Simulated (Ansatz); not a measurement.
CCSD(T) against full CI for several species

Each species is computed at the geometry given (Å), with frozen cores, in Ansatz 0.2.0: RHF-CCSD(T) for singlets, UHF-CCSD(T) otherwise, and full CI in the same basis. The program picks the determinant by a search with trial CCSD, so it needn't be the lowest Hartree–Fock solution. States: HBeB singlet Σ⁺, BeH3⁺ singlet A1, HCNa triplet Σ⁻ or Δ, HNMg triplet Π. Cases whose determinant has another symmetry than full CI's state, or lies over 0.5 eV above the lowest of its kind, whose (Q) step broke down or whose higher cluster runs on it stay over 0.1 eV above full CI weren't drawn.

Q: Judging by size, spin and bonding, rank them by the size of CCSD(T)'s error in total energy against full CI in the same basis, smallest first (an estimate).
A. HNMg, triplet, 6-31G: N 0.000 0.000 0.358; Mg 0.000 0.000 -1.726; H 0.000 0.000 1.369
B. HCNa, triplet, cc-pVDZ: C 0.000 0.000 0.324; Na 0.000 0.000 -1.632; H 0.000 0.000 1.308
C. BeH$_{3}$⁺, singlet, cc-pVTZ: Be 0.000 0.000 0.147; H 0.000 0.350 -1.321; H 0.000 0.000 1.327; H 0.000 -0.350 -1.321
D. HBeB, singlet, cc-pVDZ: B 0.000 0.000 -2.196; Be 0.000 0.000 -0.154; H 0.000 0.000 2.350

A: C (1.9 meV), B (18.1 meV), A (24.5 meV), D (56.6 meV).

```
       species    basis  correlated electrons  CCSD(T) − full CI (meV)  CCSDT(Q) − full CI (meV)  unpaired electrons (full CI)     T1  ⟨S²⟩ of the determinant
BeH3⁺, singlet  cc-pVTZ                     4                      1.9                       0.0                          0.02  0.005                     0.00
 HCNa, triplet  cc-pVDZ                     6                     18.1                      -1.1                          2.02  0.016                     2.02
 HNMg, triplet    6-31G                     8                     24.5                      -3.7                          2.03  0.031                     2.01
 HBeB, singlet  cc-pVDZ                     6                     56.6                       3.2                          0.44  0.035                     0.00
```

Unpaired electrons are Σ n²(2−n)² over natural occupations; an open shell counts its own unpaired electrons too. Frozen cores follow each run's orbitals, which moves totals by a few meV. RHF is unstable for HBeB, singlet in cc-pVDZ: UHF reaches ⟨S²⟩ = 1.42.
